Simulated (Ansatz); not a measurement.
# Cu3Zn: the cost of one run

The runs use Ansatz 0.2.0, Gaussian basis; the settings change from run to run.

1 further run of the same task is left out (set aside as unsound or not needed).

## Step 1: The geometry

An earlier B3LYP-D4/def2-SVP relaxation fixed the geometry.

4 atoms, charge 0, spin multiplicity 2.

Atoms are counted from 1 here; the program's logs count them from 0.

Bond lengths: Cu1–Cu2 2.457 Å, Cu1–Cu3 2.345 Å, Cu1–Zn4 2.442 Å, Cu2–Cu3 2.345 Å, Cu2–Zn4 2.442 Å. Angles: Cu2–Cu1–Cu3 58.4°, Cu2–Cu1–Zn4 59.8°, Cu3–Cu1–Zn4 118.2°, Cu1–Cu2–Cu3 58.4°, Cu1–Cu2–Zn4 59.8°, Cu3–Cu2–Zn4 118.2°, Cu1–Cu3–Cu2 63.2°, Cu1–Zn4–Cu2 60.4°.

## Step 2: RPA/def2-TZVP

This run has atoms shaken by 0.03 Å, a grid of angular degree 23.

The input, in.yaml:

```yaml
crystal:
  periodic: [false, false, false]
  atoms:
    - {symbol: Cu, position_ang: [-1.110287, 0.257058, 0.484396]}
    - {symbol: Cu, position_ang: [1.156465, -0.276375, -0.386977]}
    - {symbol: Cu, position_ang: [-0.000060, -1.731771, 1.112319]}
    - {symbol: Zn, position_ang: [-0.022557, 1.807040, -1.085885]}
basis:
  gaussian: {orbitals: def2-TZVP, final_grid: {core_spheres: 8, valence_spheres: 7, degree: 23}}
magnetization: {spin_polarized: true, initial_magnetization: 1}
hamiltonian: {xc: {name: HF}}
correlation: {method: rpa}
```

Started as:

```sh
> ansatz run in.yaml --threads 4 --pin off --events-out ev --progress --plain --max-ram 8704MiB
```

Q: Estimate wall time and peak memory on 4 threads of Intel Xeon at 2.70GHz, shared host.

About 1.7 min, with a peak of 1.4 GiB.
